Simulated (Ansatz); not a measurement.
Ideal-gas functions of B2H5N, SMILES `BNB` at 800 K and 1 bar, from an Ansatz frequency run at PBE0-D4/def2-TZVP.

Molar mass 40.67 g/mol, point group C2v (symmetry number 2), electronic degeneracy 1, moments of inertia 10.07, 48.051, 58.12 u Å². Harmonic wavenumbers (cm⁻¹, unscaled): 258, 371, 468, 865, 920, 946, 1032, 1037, 1116, 1181, 1292, 1313, 1471, 2579, 2595, 2676, 2684, 3590.

Use S(trans) = R[1.5 ln M + 2.5 ln T − 1.1517]; rotational temperatures θ = 24.2544 K / I; S(rot) = R[ln(√π/σ · √(T³/θAθBθC)) + 1.5]; for each mode x = 1.438777 ν̃/T, S = R[x/(eˣ − 1) − ln(1 − e⁻ˣ)] and H = RT x/(eˣ − 1); 1 cm⁻¹ = 0.0119627 kJ/mol; R = 8.31446 J/(mol·K).

**Question.** By hand: the entropy, in J/(mol·K).

**Answer.** Translation 175.6. Rotation: θ = 2.4086, 0.5048, 0.4173 K, giving 97.7. Vibration, mode by mode: 14.77, 11.83, 9.99, 5.43, 5.02, 4.83, 4.27, 4.24, 3.79, 3.46, 2.95, 2.87, 2.29, 0.46, 0.45, 0.40, 0.39, 0.10, in all 77.5. Electronic 0.0. Sum 350.8 J/(mol·K).

**Question.** By hand: H − E and G − E in kJ/mol, counted from the electronic energy.

**Answer.** Zero-point energy ½ × 26394 × 0.0119627 = 157.9; thermal vibration 36.4; translation, rotation and pV give 4 RT = 26.6. H − E = 220.9 kJ/mol, and G − E = 220.9 − 800 × 350.8/1000 = -59.7 kJ/mol.

Vibration gives 22 % of the entropy.
